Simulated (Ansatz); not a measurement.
# Al₂H+ (quintet): the correlation ladder, cc-pVTZ

One table from this session's results is given with a row withheld; the runs are named, their logs left out.

Program: Ansatz 0.2.0, Gaussian basis. Level of theory: cc-pVTZ, core rule «outside noble gas», up to 10 orbitals frozen. These are calculated values, not measurements.

The runs, in order: UHF; CCSD(T) on ROHF; CCSD(T) on UHF; BCCD(T) on ROHF; CCSDT(Q) on ROHF; CCSDT(Q) on UHF; CASSCF and MRCISD+Q, 6 electrons in 9 orbitals; CASSCF and NEVPT2, 6 electrons in 9 orbitals.

27 further runs of the same task are left out: 6 for a known fault of the program, 7 that didn't finish, 14 set aside as unsound or not needed.

### The system

The geometry is a PBE0/def2-TZVP stationary point (not a proven minimum) of the parent state, kept for this charge and spin.

3 atoms, charge 1, spin multiplicity 5.

Atoms are counted from 1 here; the program's logs count them from 0.

Bond lengths: Al1–Al2 2.360 Å, Al1–H3 1.583 Å. Angles: Al2–Al1–H3 180.0°.

Set-up of the first run:

in.yaml reads:

```yaml
crystal:
  periodic: [false, false, false]
  atoms:
    - {symbol: Al, position_ang: [0.000000, 0.000000, 0.259056]}
    - {symbol: Al, position_ang: [0.000000, 0.000000, -2.101360]}
    - {symbol: H, position_ang: [0.000000, 0.000000, 1.842303]}
basis:
  gaussian: {orbitals: cc-pVTZ}
total_charge: 1
magnetization: {spin_polarized: true, initial_magnetization: 4}
hamiltonian: {xc: hf}
output: {orbitals: {seedname: orbitals}}
```

Command:

```bash
> ansatz run in.yaml --threads 1 --pin off --events-out ev --progress --plain --max-ram 2393MiB
```

Among the steps run: UHF; CCSD(T) on ROHF; CCSD(T) on UHF; BCCD(T) on ROHF; CCSDT(Q) on ROHF; CCSDT(Q) on UHF; CASSCF and MRCISD+Q, 6 electrons in 9 orbitals; CASSCF and NEVPT2, 6 electrons in 9 orbitals.

One of the session's tables, all rows but one given; the rest of the session is left out.

It belongs to the step «Misses and costs». 

| method | from UCCSDT(Q) (meV) |
| --- | --- |
| ROHF | +2369.3 |
| UHF | +2337.2 |
| RMP2 | +766.2 |
| UMP2 | +744.9 |
| RCCSD | +152.2 |
| UCCSD | ? |
| RCCSD(T) | +58.2 |
| UCCSD(T) | +52.4 |
| BCCD(T) | +51.9 |
| RCCSDT | +9.4 |
| UCCSDT | +5.8 |
| RCCSDT(Q) | +4.0 |
| UCCSDT(Q) | 0 |
| CASSCF valence | +1443.3 |
| NEVPT2 valence | +485.8 |
| MRCISD valence | +109.4 |
| MRCISD+Q valence | +51.2 |

Q: Estimate the row for UCCSD from the others.

**Answer.** from UCCSDT(Q) (meV): +144.4. In the column «from UCCSDT(Q) (meV)» it lies between MRCISD valence (+109.4) and RCCSD (+152.2).

Limits of these values: Restricted and unrestricted rows rest on different reference determinants; where their highest levels disagree by more than a few hundredths of an eV, they describe different states and don't form one ladder.
